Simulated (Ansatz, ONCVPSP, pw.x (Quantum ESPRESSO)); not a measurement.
# barium (Ba): does the ONCV potential hold in the solid?

ONCVPSP 4.0.1.1 (patched build) input, shortened (lines: element, Z, core and valence counts, functional; n l f; lmax; l rc ep ncon nbas qcut; lloc lpopt rc5 dvloc0; l nproj debl; icmod fcfact rcfact), LDA (Perdew-Wang 92), scalar-relativistic:

```
  Ba 56.00    9    3  -001012      upf
    1    0    2.00
    2    0    2.00
    2    1    6.00
    3    0    2.00
    3    1    6.00
    3    2   10.00
    4    0    2.00
    4    1    6.00
    4    2   10.00
    5    0    2.00
    5    1    6.00
    6    0    2.00
    2
    0    2.60    0.00    3    7    5.60
    1    1.80    0.00    3    6    3.70
    2    1.80    0.32    4    8    4.80
    2    5    1.80    0.00
    0    3    1.90
    1    2    0.80
    2    0    2.40
    0    0.00    0.00
```

In the d channel the program set the typed energies aside and used 0.050 Ha.

Crystal test: sc Ba in pw.x 7.5, no spin, 9³ k-points, Fermi–Dirac smearing 0.01 Ry, cutoffs 110/440 Ry. The reference is all-electron LAPW (Ansatz 0.2.0) with the same functional, mesh and smearing; V0 and B0 come from Birch–Murnaghan fits to the pressures at five volumes. Errors are pseudo minus all-electron; Δ is the rms difference of the E(V) curves that follow from these fits, minima aligned, over ±6 % about the mean V0. Mesh and smearing are coarse, so the numbers serve the comparison and aren't converged zero-temperature values; the lattice is a test structure that the element need not adopt.

All-electron: a0 = 3.711 Å (V0 = 51.10 Å³/atom), B0 = 8.5 GPa.

Task: How far does the potential miss the all-electron equation of state?

Result: mean pressure error (GPa): +0.21; a0 (Å): 3.736; a0 error (%): +0.69; B0 error (%): +7.5; Δ (meV/atom): 2.1. This is a poor potential for the solid.

```tsv
V (Å³/atom)	P all-electron (GPa)	P pseudo (GPa)
48.139	0.55	0.84
49.406	0.30	0.54
50.673	0.07	0.28
51.940	-0.14	0.04
53.207	-0.32	-0.18
```

Task: At the middle volume, how do free energy and pressure move when the wave cutoff is lowered (ecutrho kept at four times it)?

Result:

```csv
cutoff (Ry),shift of F (meV/atom),shift of P (GPa)
50,+231.7,-0.76
66,+55.0,-1.01
88,+14.5,-0.05
```

The run at the middle volume (35 k-points, 6 iterations) took about 26 s on one core of a shared host (Neoverse-V1, 32 threads, 247 GiB, load 23).
